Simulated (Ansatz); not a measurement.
Mulliken charges of C2H4ClF (`FCCCl`) from PBE/def2-TZVPP in Ansatz (PBE0-D4/def2-TZVP geometry).

```csv
atom,x (Å),y (Å),z (Å),charge (e)
F1,-1.326,0.492,1.023,-0.198
C2,-0.132,0.664,0.362,0.066
C3,0.312,-0.617,-0.282,-0.085
Cl4,-0.747,-1.095,-1.628,-0.144
H5,-0.262,1.455,-0.382,0.077
H6,0.621,0.974,1.095,0.067
H7,0.308,-1.433,0.440,0.115
H8,1.319,-0.497,-0.684,0.102
```

Problem. By hand: the dipole of these point charges (1 e Å = 4.8032 D).

Solution. Σ q r = (0.526, 0.118, 0.105) e Å, of length 0.549 e Å = 2.64 D.

Problem. How does the dipole of the full density compare? (Estimate.)

Solution. The calculation gave: (0.497, 0.130, 0.117) e Å, 2.53 D; the point charges give 1.04 times that, at 3° from its direction.

Point charges leave out the atoms' own dipoles, such as those of lone pairs, and Mulliken's split depends on the basis, so the close match here is no proof of good charges.
